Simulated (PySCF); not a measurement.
Structure problem from calculated spectra and properties.

Formula: C3H8N2.

* UV, first state: lowest singlet excitation: 5.22 eV (237 nm, f = 0.002) [TDDFT PBE0/def2-SVPD]
* 13C NMR: chemical shifts (computed TMS as zero) by class: 184.0 (1 C), 58.0 (1 C), 21.1 (1 C) ppm [GIAO PBE0/pcSseg-1]
* 1H NMR: chemical shifts (computed TMS as zero) by class: 10.74 (1 H), 8.54 (1 H), 3.24 (1 H), 1.21 (3 H), 0.91 (2 H) ppm [GIAO PBE0/pcSseg-1]
* Polarisability: 54.3 au [PBE0/def2-SVPD]
* Rotational structure: rotational constants A, B, C: 7.874, 4.193, 3.112 GHz [GFN2-xTB]
* Dipole: 2.22 D [PBE0/def2-SVPD]
* UV, strongest line: among the 6 lowest singlet transitions: S3 at 6.52 eV (190 nm, f = 0.020) [TDDFT PBE0/def2-SVPD]

Electronic properties: PySCF, gas phase, density fitting. Levels stand in brackets. The structure is a single GFN2-xTB conformer in the gas phase; no vibrational or solvent corrections. Each NMR value is the plain mean over a class of atoms that symmetry, rotation or inversion makes alike.

Q: What is the compound? Reason from the data.

A: Numbering: `[H]/[N:5]=[CH:4]/[C@@H:2]([CH3:1])[NH2:3]`. Its formula, C3H8N2, gives 1 degree of unsaturation: 0 rings and 1 π bond in the structure found. 3 carbons fall into 3 classes; from least to most shielded: imine carbon [C4] (184.0 ppm), sp3 carbon bound to nitrogen [C2] (58.0 ppm), methyl carbon [C1] (21.1 ppm). Hydrogen classes from least to most shielded: 1 H on an imine nitrogen, N5 (10.74 ppm), 1 H on an imine carbon, C4 (8.54 ppm), 1 H on an sp3 carbon bound to nitrogen, C2 (3.24 ppm), 3 H on a methyl carbon, C1 (1.21 ppm, a mean of values up to 1.1 ppm apart in this geometry), 2 H on a primary amine nitrogen, N3 (0.91 ppm, a mean of values up to 0.7 ppm apart in this geometry). The optimised geometry has point group C1 and is an asymmetric top. Structure: `[H]/N=C/[C@@H](C)N`. Computed isomers that give other values at the same levels: `NNC1CC1` (13C chemical shifts (computed TMS as zero) by class: 40.7 (1 C), 5.8 (2 C) ppm); `CC(C)=NN` (13C chemical shifts (computed TMS as zero) by class: 138.4 (1 C), 29.6 (1 C), 13.8 (1 C) ppm); `C1CNNC1` (13C chemical shifts (computed TMS as zero) by class: 53.2 (2 C), 30.3 (1 C) ppm). The assignments are read from this structure; whether some other isomer fits the data as well wasn't checked. The mirror image fits equally.

Conformer computed: `[H]/[N:5]=[CH:4]/[C@@H:2]([CH3:1])[NH2:3]`: C1–C2–C4–N5 -121°, H–N3–C2–C1 179°, H–N3–C2–C1 63°.
